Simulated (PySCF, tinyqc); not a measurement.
Worked calculation: CCD on RHF in the sto-3g basis, for CH+, spin multiplicity 1. The lowest restricted solution is unstable here: a spin-polarised one lies 0.0093 hartree lower (PySCF). One step of it, computed by the program tinyqc.

Problem. Orthogonalisation. S = U s U^T; symmetric (Loewdin) form X = U s^(-1/2) U^T, so that X^T S X = 1.

overlap S, lower triangle:
```
           1C 1s     1C 2s    1C 2px    1C 2py    1C 2pz     2H 1s
1C 1s   1.000000
1C 2s   0.248362  1.000000
1C 2px  0.000000  0.000000  1.000000
1C 2py  0.000000  0.000000  0.000000  1.000000
1C 2pz  0.000000  0.000000  0.000000  0.000000  1.000000
2H 1s   0.039835  0.385980  0.000000  0.000000  0.395492  1.000000
```

Give: eigenvalues of S; X.

Solution.

eigenvalues of S: 0.429  0.819  1.000  1.000  1.157  1.595

X, lower triangle:
```
         1C 1s   1C 2s  1C 2px  1C 2py  1C 2pz  2H 1s
1C 1s    1.025
1C 2s   -0.138   1.101
1C 2px   0.000   0.000   1.000
1C 2py   0.000   0.000   0.000   1.000
1C 2pz  -0.009   0.077   0.000   0.000   1.076
2H 1s    0.023  -0.248   0.000   0.000  -0.248  1.150
```
